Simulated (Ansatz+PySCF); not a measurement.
# singlet C4H6: levels of theory in one basis

```xyz
10

C     0.0000    0.0040   -0.7856
C     0.0000   -0.0040    0.7856
C     0.0000    1.2033   -1.5962
C     0.0000   -1.2033    1.5962
H     0.0000   -1.0549   -1.3170
H     0.0000    1.0549    1.3170
H     0.0000    1.1529   -2.7750
H     0.0000    2.2776   -1.1027
H     0.0000   -1.1529    2.7750
H     0.0000   -2.2776    1.1027
```

Basis set: def2-SVP (spherical functions). Frozen core: 4 orbitals. Charge 0, multiplicity 1.

Computed with Ansatz (development build ahead of 0.2.0); each method stands on the lowest determinant of its kind that the runs found. NEVPT2 correlates all electrons. Active spaces start from the frontier orbitals, and the lowest solution found is given.

```
        method  E − E(RHF) (eV)  <S²> of the determinant
           RHF             0.00                     0.00
           UHF            -0.52                     0.86
       UHF-MP2           -14.01                     0.86
      RHF-CCSD           -16.36                        –
   RHF-CCSD(T)           -17.08                        –
   CASSCF(4,4)            -1.84                        –
SC-NEVPT2(4,4)           -15.56                        –
```

Q: What does RHF-MP2 give on the same scale?

A: -15.07 eV.

Q: Is a single determinant a sound starting point here?

A: It is doubtful. Unrestricted orbitals lower Hartree–Fock by 0.52 eV and <S²> is 0.86 where a pure state has 0.00, a sign of strong static correlation. The CASSCF(4,4) natural occupations are 1.90, 1.84, 0.16, 0.09.

Caution for RHF, RHF-MP2, RHF-CCSD, RHF-CCSD(T): an unrestricted determinant lies well below. Caution for UHF, UHF-MP2: the unrestricted determinant is a mixture of spin states; the determinant breaks the point group. Caution for UHF-MP2: another reference gives a lower total.
